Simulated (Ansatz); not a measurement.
A nudged elastic band was laid between two geometries of BFH$_{2}$O (5 atoms, charge 0, multiplicity 1).

Computed with RKS PBE/def2-SVP (Ansatz 0.2.0).

```json
{
  "movable images": "9",
  "climbing image": "yes",
  "spring": "5.0 eV/Å²",
  "optimiser": "quadratic models (default)",
  "start path": "through a guess of the saddle point",
  "force threshold": "0.03 eV/Å",
  "iteration limit": "60",
  "end points": "relaxed"
}
```

Image 0:

```xyz
5
Properties=species:S:1:pos:R:3
B 0.385 -0.015 0.084
O 0.579 -0.119 1.419
H -0.263 -0.210 1.907
H 1.341 0.104 -0.651
F -0.857 -0.042 -0.427
```

Image 10:

```xyz
5
Properties=species:S:1:pos:R:3
B -0.221 -0.454 -0.814
O 0.760 0.374 1.345
H 0.514 -0.428 1.847
H 1.451 0.024 0.746
F -1.319 0.203 -0.793
```

Q: What changes between the two ends?

A: Bonds broken: B1–O2, B1–H4. Bonds formed: O2–H4. BFH2O becomes BF + H2O.

Q: Give the energies along the band, and the barrier.

A: The run converged. The highest image is number 8 of 0 to 10, 427.7 kJ/mol above the first end and 48.5 kJ/mol above the last; the last end lies 379.2 kJ/mol above the first. The profile has 3 maxima (images 1, 4, 8) with wells between them (images 3, 5): this band takes more than one step, which may be the mechanism or a detour left from its start path. Neighbouring images differ by up to 2.1 eV, so the band resolves the path poorly. A vibrational analysis at the climbing image gives one clearly imaginary mode, 1210i cm⁻¹: a first-order saddle point. The orbitals stay closed-shell, which can raise the energy where a bond breaks towards radicals; this wasn't checked here.

```csv
image,path coordinate (Å),energy (kJ/mol),B1–O2 (Å),B1–H4 (Å),O2–H4 (Å)
0,0.00,0.0,1.35,1.21,2.22
1,0.59,39.3,1.35,1.22,2.22
2,1.19,25.5,1.35,1.22,2.31
3,1.78,16.9,1.36,1.22,2.30
4,2.37,45.9,1.36,1.22,2.25
5,2.97,3.0,1.35,1.21,2.22
6,3.56,40.2,1.35,1.20,2.07
7,4.15,225.6,1.41,1.24,1.67
8,4.75,427.7,1.64,1.50,1.13
9,5.33,385.1,2.22,2.08,0.99
10,5.91,379.2,2.51,2.34,0.98
```

Q: What is the geometry of the highest image?

A: 
```xyz
5
Properties=species:S:1:pos:R:3
B 0.143 -0.003 -0.446
O 0.641 0.292 1.085
H 0.206 -0.299 1.756
H 1.366 -0.232 0.391
F -1.171 -0.039 -0.455
```

Run time: 5 min on 1 thread of Arm Neoverse V2, with other jobs on the host, peak memory 0.094 GiB.
